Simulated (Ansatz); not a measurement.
## Ansatz (development build ahead of 0.2.0) run

```yaml
crystal:
  periodic: [false, false, false]
  atoms:
    - { symbol: B, position_ang: [-0.14103, 0.53631, 1.27184] }
    - { symbol: C, position_ang: [0.02587, -0.08496, -0.21363] }
    - { symbol: O, position_ang: [0.1396, -0.50797, -1.22521] }
    - { symbol: H, position_ang: [0.42885, 1.60292, 1.18931] }
    - { symbol: H, position_ang: [-1.34352, 0.60679, 1.40691] }
    - { symbol: H, position_ang: [0.40648, -0.28424, 1.97621] }
basis:
  gaussian: { orbitals: def2-SVP }
total_charge: 1
magnetization:
  spin_polarized: true
  initial_magnetization: 1
hamiltonian:
  xc: hf
output:
  forces: true
```

The input is written out in the form of the current development build from the run's settings.

Results

| Property | Result |
| --- | --- |
| Converged | yes |
| Total energy | -138.61557 hartree |
| Spin squared of the determinant | 0.766 |
| Stability test | minimum |

Forces (eV/Å):
```
atom      Fx      Fy      Fz
  B1   6.662  -0.603  -1.266
  C2  -0.200  -1.117  -2.686
  O3  -0.028   0.763   1.830
  H4  -1.436   0.544   0.272
  H5  -3.553   0.576   1.284
  H6  -1.445  -0.162   0.567
```

Caution: the determinant breaks the point group.
